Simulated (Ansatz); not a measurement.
Ansatz (a program for electronic structure) input (CCSD(T)/STO-3G):

Ansatz 0.2 input:
```yaml
crystal:
  periodic: [false, false, false]
  atoms:
    - {symbol: N, position_ang: [-0.00000000, -0.00000000, -0.54544247]}
    - {symbol: N, position_ang: [0.00000000, 0.00000000, 0.54544247]}
basis:
  gaussian:
    orbitals: STO-3G
magnetization: {spin_polarized: false}
correlation: {method: ccsd_t, electrons: outside_noble_gas}
```

End of the output:

```
mean field -2925.05609831 eV, -107.4938289387 hartree, gradient 2.7e-6 eV, S^2 0.000000; 0 other end points of the search recorded, 0 dependent functions left out
2 core orbitals not correlated
reference -2925.05609831 eV, -107.4938289387 hartree; 5, 5 occupied and 3, 3 virtual orbitals, 133 factors
second order -4.11536974 eV of doubles, -0.00000000 eV of singles
coupled cluster: 0.03 GiB planned
cycle   1  -3.96014824 eV  change    1.6e-1 eV  update   4.0e-2
cycle   2  -4.05905823 eV  change   -9.9e-2 eV  update   1.7e-2
cycle   3  -4.09562678 eV  change   -3.7e-2 eV  update   8.4e-3
cycle   4  -4.10493007 eV  change   -9.3e-3 eV  update   1.8e-3
cycle   5  -4.10427027 eV  change    6.6e-4 eV  update   2.0e-4
cycle   6  -4.10453164 eV  change   -2.6e-4 eV  update   4.0e-5
cycle   7  -4.10450390 eV  change    2.8e-5 eV  update   7.0e-6
cycle   8  -4.10451066 eV  change   -6.8e-6 eV  update   2.0e-6
perturbative correction -0.04590310 eV, -0.0016869077 hartree
Total energy: -2929.20651207 eV, -107.6463538311 hartree
```
